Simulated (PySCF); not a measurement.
Predicted microwave data (PBE0/def2-SVPD in PySCF (dipole) on a GFN2-xTB geometry, gas phase) for one isomer of C3H6FNO:

- Rotational constants: A = 9340, B = 1831, C = 1561 MHz
- Dipole components: |μa| = 2.19 D, |μb| = 3.16 D, |μc| = 0.00 D
- Inertial defect: -6.37 u·Å²
- κ: -0.93

Question: Which candidate fits, each taken in the one conformer that was computed?
A. `[CH3:1][C@@H:2]([F:3])[C:4]([NH2:5])=[O:6]` with C1–C2–C4–N5 -113°, C2–C4–N5–H -179° and -3°
B. `[NH2:1][C:2](=[O:3])[CH2:4][CH2:5][F:6]` with H–N1–C2–O3 180° and 0°, N1–C2–C4–C5 180°, C2–C4–C5–F6 180°

Answer: B. It is NC(=O)CCF, a near-prolate asymmetric top, point group Cs. The candidates at the same level (rigid rotor, commonest isotopes):

```json
{"SMILES": "NC(=O)CCF", "A (MHz)": "9340", "B (MHz)": "1831", "C (MHz)": "1561", "μa (D)": "2.19", "μb (D)": "3.16", "μc (D)": "0.00", "Δ (u·Å²)": "-6.37", "point group": "Cs", "rotor": "near-prolate asymmetric top"}
{"SMILES": "C[C@@H](F)C(N)=O", "A (MHz)": "5046", "B (MHz)": "3240", "C (MHz)": "2249", "μa (D)": "1.02", "μb (D)": "1.74", "μc (D)": "0.92", "Δ (u·Å²)": "-31.40", "point group": "C1", "rotor": "asymmetric top"}
```

`C[C@@H](F)C(N)=O` has B 77 % too high. In the right answer the mirror of this Cs structure is the ab plane, so μc vanishes by symmetry. No structure here is proved a minimum.
